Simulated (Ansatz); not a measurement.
# P2: the cost of one run

Computed with Ansatz 0.2.0 (the levels named in each step, unless a step's input says otherwise).

### Step 1. The structure to begin with

Bond lengths: P1–P2 1.921 Å.

Coordinates:

```xyz
2

P     0.0000    0.0000    0.0000
P     0.0000    0.0000    1.9209
```

### Step 2. A rough first relaxation, PBE-D4/def2-SVPD

Input file input.yaml:

```yaml
crystal:
  periodic: [false, false, false]
  atoms:
    - { symbol: P, position_ang: [0.0, 0.0, 0.0] }
    - { symbol: P, position_ang: [0.0, 0.0, 1.92095] }
magnetization:
  spin_polarized: true
  initial_magnetization: 1
total_charge: -1
basis:
  gaussian: { orbitals: def2-SVPD }
hamiltonian:
  xc: pbe
  dispersion: d4
relax:
  f_tol: 0.03
  max_steps: 200
```

Started as:

```console
$ ansatz run input.yaml --threads 2 --pin off --max-ram 5120MiB --backend cpu --events-out ev --progress --plain --runs-dir out
```

What time and memory should one allow on 2 threads of Intel Xeon Platinum 8259CL at 2.50GHz (Skylake/Cascade Lake), shared host?

About 3.3 s, with a peak of 0.12 GiB.
